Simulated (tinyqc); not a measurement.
Worked calculation: harmonic frequencies on the unrestricted B3LYP (VWN-RPA form)/sto-3g surface (energies and gradients from PySCF), for OH+, spin multiplicity 3. One step of it, computed by the program tinyqc.

Problem. Normal modes. Diagonalise H_ij / sqrt(m_i m_j); the 5 smallest eigenvalues belong to translations and rotations; wavenumber = sqrt(eigenvalue / 1822.888) x 219474.63; each mode has its largest component positive (the first on a tie); zero-point energy = sum of wavenumbers / 2, with 349.755 1/cm per kcal/mol.

Hessian (symmetrised) (hartree/bohr^2):
```
             1Ox          1Oy          1Oz          2Hx          2Hy          2Hz
1Ox  -0.00000123   0.00000000   0.00000000  -0.00000226   0.00000000   0.00000000
1Oy   0.00000000  -0.00000123   0.00000000   0.00000000  -0.00000226   0.00000000
1Oz   0.00000000   0.00000000   0.33610553   0.00000000   0.00000000  -0.33610125
2Hx  -0.00000226   0.00000000   0.00000000   0.00000576   0.00000000   0.00000000
2Hy   0.00000000  -0.00000226   0.00000000   0.00000000   0.00000576   0.00000000
2Hz   0.00000000   0.00000000  -0.33610125   0.00000000   0.00000000   0.33609697
```

masses (u): 1O 15.994915, 2H 1.007825

Give: eigenvalues of the mass-weighted Hessian; harmonic wavenumbers of the vibrations; mass-weighted modes; zero-point energy.

Solution.

eigenvalues of the mass-weighted Hessian (hartree/(bohr^2 u)): 0.0000  0.0000  0.0000  0.0000  0.0000  0.3545

harmonic wavenumbers of the vibrations (1/cm): 3060.6

mass-weighted modes:
```
      mode 1
1Ox   0.0000
1Oy   0.0000
1Oz  -0.2435
2Hx   0.0000
2Hy   0.0000
2Hz   0.9699
```

zero-point energy = 4.3754 kcal/mol
